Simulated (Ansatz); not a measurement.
**How methods differ on SiO2 (silicon dioxide molecule)**

SiO2 has 3 atoms, charge 0, and is taken as a singlet. As SMILES, `O=[Si]=O`. The shape is that of a PBE0-D4/def2-TZVP optimisation.

| atom | x (Å) | y (Å) | z (Å) |
| --- | --- | --- | --- |
| O | 0.6977 | 1.2296 | 0.5188 |
| Si | 0.0000 | 0.0000 | 0.0000 |
| O | -0.6977 | -1.2296 | -0.5188 |

Quantity: the energy change with the O1–Si2 bond stretched from 1.506 to 1.882 Å, in eV. The values are calculated.

```
                        level                    kind  program  value (eV)  less FCI/STO-3G
    B3LYP/STO-3G (restricted)           global hybrid   Ansatz        1.14            +0.22
    BHLYP/STO-3G (restricted)           global hybrid   Ansatz        1.24            +0.32
CAM-B3LYP/STO-3G (restricted)  range-separated hybrid   Ansatz        1.30            +0.38
    HSE06/STO-3G (restricted)  range-separated hybrid   Ansatz        1.26            +0.34
   B2PLYP/STO-3G (restricted)           double hybrid   Ansatz        1.33            +0.41
  CCSD(T)/STO-3G (restricted)   coupled cluster or CI   Ansatz        1.10            +0.18
 CCSDT(Q)/STO-3G (restricted)   coupled cluster or CI   Ansatz        0.88            -0.04
                   FCI/STO-3G      exact in the basis   Ansatz        0.92             0.00
```

FCI/STO-3G is exact within its basis and frozen core, so for wave-function methods in that basis the difference is their error; functionals converge differently with the basis, so for them it is only a difference. The first shape isn't each level's own minimum. The values span 0.88 to 1.33 eV. All rows use very small basis sets, so none should be taken for the real molecule's value.
